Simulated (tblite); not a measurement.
# BF3H3N: the cost of one run

Computed with tblite 0.8.0 and PySCF 2.14.0; each step states its level. No surroundings beyond the atoms listed, unless a continuum is named. Atoms count from 0, parts from 1.

## 1. Starting point

8 atoms, charge 0, multiplicity 1; geometry: rigid parts in contact. Parts: 1 = atoms 0–3, `FB(F)F`, charge 0; 2 = atoms 4–7, `N`, charge 0.

## 2. Bringing the parts together with GFN2-xTB

Job settings and geometry (Å):

```
{"job": {"kind": "dock", "xc": "GFN2-xTB", "basis": "xTB"}, "charge": 0, "multiplicity": 1, "parts": [{"atoms": "0-3", "charge": 0, "multiplicity": 1}, {"atoms": "4-7", "charge": 0, "multiplicity": 1}]}
F      0.965048     0.457642     0.742053
B      0.000172    -0.000058     0.000049
F     -0.093649     0.366597    -1.244045
F     -0.871571    -0.824182     0.501943
N     -0.612774     3.242528     0.071591
H      0.328715     2.962792    -0.174855
H     -0.571905     3.697963     0.975281
H     -1.165273     2.400463     0.176799
```

Method: GFN2-xTB search for minima from random contacts, gas phase.

The run is started by

```bash
$ OMP_NUM_THREADS=1 python cluster_run.py task.json out
```

One launch serves the whole session: the jobs run in the order shown.

Q: Estimate the wall time of this first job on 1 thread of Arm Neoverse V1, shared host.

About 1 s.
